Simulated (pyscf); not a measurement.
Single points on ωB97X-D3(BJ)/def2-SVP structures (PySCF, gas phase).

**Question.** For hydrogen fluoride (HF) + F–Nb(F)(F)(F)–SH -> F–Nb(F)(F)(F)–F + H₂S, a four-centre exchange (singlet surface; F–H, Nb–S broken, F–Nb, H–S formed), PBE/def2-TZVP gives ΔE‡ = -0.25 eV and ΔE = -0.62 eV (zero: the separated reactants). In which direction and how far do r²SCAN/def2-TZVP, PBE0-D3(BJ)/def2-TZVP, ωB97M-D3(BJ)/def2-TZVP move these?

**Answer.** r²SCAN: ΔE‡ = -0.31 eV, ΔE = -0.65 eV; PBE0-D3(BJ): ΔE‡ = -0.18 eV, ΔE = -0.53 eV; ωB97M-D3(BJ): ΔE‡ = -0.14 eV, ΔE = -0.66 eV. PBE's barrier lies among them. Its reaction energy lies among theirs. On the reactant side the descent ends in an adduct with a F–Nb contact, 0.35 eV under the separated species and 0.17 eV under the saddle at ωB97X-D3(BJ)/def2-TZVP. On the product side the descent ends in an adduct with a Nb–S contact, 0.72 eV under the separated species and 1.02 eV under the saddle at ωB97X-D3(BJ)/def2-TZVP. At PBE, r²SCAN, PBE0-D3(BJ), ωB97M-D3(BJ) the saddle lies under the separated reactants, which points to a path from their complex (located at ωB97X-D3(BJ) alone). What is counted as formed (F–Nb) is already present as a longer contact in the reactant adduct; forming that adduct is a step of its own. What is counted as broken (Nb–S) persists as a longer contact in the product adduct; parting that adduct is a step of its own. One saddle was located; it need not be the lowest between these sides. Elements past Kr carry the def2 core potentials, without spin-orbit coupling.
